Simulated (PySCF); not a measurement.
A GIAO shielding run with PySCF (density fitting, non-relativistic, gas phase) on `FBF`, BF$_{2}$H:

```
$ OMP_NUM_THREADS=1 python probes_run.py task.json out

{"job": {"kind": "nmr", "xc": "wB97X-D", "basis": "pcSseg-2", "pop": false}, "charge": 0, "multiplicity": 1}
F     -0.519629    -1.161073     0.234143
B      0.038374    -0.003246    -0.035973
F     -0.410249     1.060388     0.590445
H      0.927572     0.078445    -0.823917
```

Hardware: 1 thread of an Arm Neoverse N1, shared host.

**Question.** How large is the calculation?

**Answer.** 24 electrons, 122 basis functions and 330 auxiliary functions.

**Question.** How long does it take, and how much memory does it need?

**Answer.** 5.7 s of wall time, with 12 SCF cycles and 6 response iterations; peak memory 0.42 GiB. Times on a shared host scatter by some tens of per cent.

**Question.** And these other runs on the same molecule and hardware: GIAO shielding at B97-2/pcSseg-2; GIAO shielding at KT3/pcSseg-2; GIAO shielding at PBE0/pcSseg-2?

**Answer.** B97-2/pcSseg-2: 122 functions, 4.3 s; KT3/pcSseg-2: 122 functions, 6.5 s; PBE0/pcSseg-2: 122 functions, 6.2 s.
